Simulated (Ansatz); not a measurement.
**How far each method lies from full CI for [H···H···NH], triplet**

Geometry: a point of a hydrogen-transfer path between rigid fragments, not a stationary point.

```xyz
4

H    -2.0803    0.0594    0.0000
H    -1.3873    0.0594    0.0000
N     0.2147    0.0594    0.0000
H     0.4838   -0.9448    0.0000
```

Basis 6-31G; Ansatz 0.2.0. Only valence electrons are correlated (noble-gas cores frozen), which leaves 8 electrons in 14 orbitals. Prefix R: restricted or restricted open-shell reference; prefix U: unrestricted. Active spaces: valence = (8e, 7o) chosen from the atoms' valence shells; pair = (4e, 4o) about the gap.

Full CI is exact within this basis and frozen core; it isn't the basis-set limit. The frozen core follows each run's orbitals, which can shift R against U totals by a few meV.

For open shells CISD and CISDTQ are restricted-active-space CI with the open shells as a complete middle space.

* UHF ⟨S²⟩: 2.017
* T1 diagnostic (RCCSD): 0.0205
* largest doubles amplitude (RCCSD): 0.041
* T1 diagnostic (UCCSD): 0.0109

```csv
level,E − E(full CI) (kJ/mol),share of correlation (%),wall time
RHF,265.7,0.00,–
UHF,251.3,5.45,–
RMP2,57.4,78.39,–
UMP2,53.9,79.70,–
CISD,10.7,95.99,0.33 s
RCCSD,2.7,98.99,–
UCCSD,2.6,99.04,–
RCCSD(T),0.7,99.72,0.36 s
UCCSD(T),0.7,99.75,0.36 s
BCCD(T),0.8,99.71,0.33 s
RCCSDT,0.3,99.89,–
UCCSDT,0.2,99.93,–
CISDTQ,0.2,99.94,0.93 s
RCCSDT(Q),0.0,99.99,1.7 s
UCCSDT(Q),-0.1,100.02,1.5 s
RCCSDTQ,0.0,100.00,12 s
UCCSDTQ,-0.1,100.04,12 s
CASSCF (pair space),201.3,24.24,–
NEVPT2 (pair space),46.5,82.50,0.12 s
MRCISD (pair space),7.0,97.36,–
MRCISD+Q (pair space),0.0,100.00,0.36 s
CASSCF (valence space),142.7,46.31,–
NEVPT2 (valence space),36.0,86.46,0.69 s
MRCISD (valence space),4.4,98.34,–
MRCISD+Q (valence space),1.4,99.48,1.1 s
```

The correlation energy at full CI, counted from RHF, is -2.754 eV. That run took 1.7 s on 1 thread of Arm Neoverse V1, shared host over 493,680 determinants.

Times hold each run's SCF and search for its determinant on a shared host, so for small cases they say little of a method's own cost; they ran on 1 thread of Arm Neoverse V1.

The full-CI state has the irrep A'' of Cs, in the program's axes.

Natural occupations of full CI about the gap: 1.983 1.973 1.964 0.996 0.994 0.033 0.022 0.011 0.007 0.006; effectively unpaired electrons, Σ n²(2−n)², 2.02.
